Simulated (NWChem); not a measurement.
Molecule: chloroform (CHCl$_{3}$); SMILES C(Cl)(Cl)Cl

```xyz
5

Cl     1.4645     0.8296    -0.0745
C      0.0000     0.0000     0.4600
Cl    -1.4507     0.8535    -0.0745
Cl    -0.0138    -1.6831    -0.0745
H      0.0000     0.0000     1.5548
```
Atoms are numbered in this order, from 1.

Program: NWChem. Geometry optimised at PBE0/def2-SVP; all other runs use it. 

| quantity | level | value |
|---|---|---|
| −ε(HOMO) (eV) | CAM-B3LYP/def2-SVP | 9.97 |
| solvation free energy (kcal/mol) in n-hexane | PBE0/def2-SVP, SMD | [?] |
| vertical, lowest excitation, singlet (eV) | CAM-B3LYP/def2-SVPD, TDA | 6.64 |
| anisotropy (bohr³), static | CAM-B3LYP/def2-SVPD | [?] |
| dipole (D) | PBE0/def2-SVP | 1.17 |
| highest harmonic frequency (cm⁻¹) | PBE0/def2-SVP | [?] |

### Question
Some entries are withheld; supply them.

### Answer

- solvation free energy (kcal/mol) in n-hexane, value: -4.0
- anisotropy (bohr³), static, value: 17.0
- highest harmonic frequency (cm⁻¹), value: 3190
